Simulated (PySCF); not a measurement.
Calculation: PBE-D3(BJ)/def2-TZVP // TPSSh-D3(BJ)/def2-TZVP in PySCF. Gas-phase values, no solvent. 

Reference species (SMILES): `C1C([O])C1` (neutral, multiplicity 2).

```
Item           Result
-------------  ------
dipole moment  3.00 D
```

Changed species: `C[O]` (radical fragment; the reference has radical fragment).

Problem. Predict the effect on the dipole moment.

Solution. the dipole moment drops by 0.89 D, to 2.11 D.
